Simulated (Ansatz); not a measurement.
# BFH3: the cost of one run

Program: Ansatz 0.2.0. Level of theory: UKS r2SCANh/6-31G*. These are calculated values, not measurements.

### Step 1. The starting structure

Bond lengths: B1–F2 1.570 Å, B1–H3 1.190 Å, B1–H4 1.190 Å. Angles: F2–B1–H3 120.0°, F2–B1–H4 120.0°, H3–B1–H4 120.0°.

Coordinates:

```xyz
5

B     0.0000    0.0000    0.0000
F     0.0000    0.0000    1.5700
H     1.0305    0.0000   -0.5950
H    -1.0305    0.0000   -0.5950
H     0.0000    0.0000    2.7900
```

### Step 2. Pulling towards end A

Springs on the bonds that form and break draw the guess towards this end; the thresholds are loose.

input.yaml

```yaml
crystal:
  periodic: [false, false, false]
  atoms:
    - { symbol: B, position_ang: [0.0, 0.0, 0.0] }
    - { symbol: F, position_ang: [0.0, 0.0, 1.57] }
    - { symbol: H, position_ang: [1.0305, 0.0, -0.595] }
    - { symbol: H, position_ang: [-1.0305, 0.0, -0.595] }
    - { symbol: H, position_ang: [0.0, 0.0, 2.79] }
magnetization:
  spin_polarized: true
  initial_magnetization: 1
basis:
  gaussian: { orbitals: "6-31G*" }
hamiltonian:
  xc: r2scanh
relax:
  f_tol: 0.15
  max_steps: 25
  restrain:
    - { distance: [1, 4], at: 2.12, k: 30.0 }
    - { distance: [0, 1], at: 1.32, k: 30.0 }
```

Started as:

```console
> ansatz run input.yaml --threads 1 --pin off --max-ram 2048MiB --backend cpu --events-out ev --progress --plain --runs-dir out
```

What time and memory should one allow on 1 thread of Intel Xeon 6975P-C (Granite Rapids), shared host?

About 5.9 s, with a peak of 0.15 GiB.
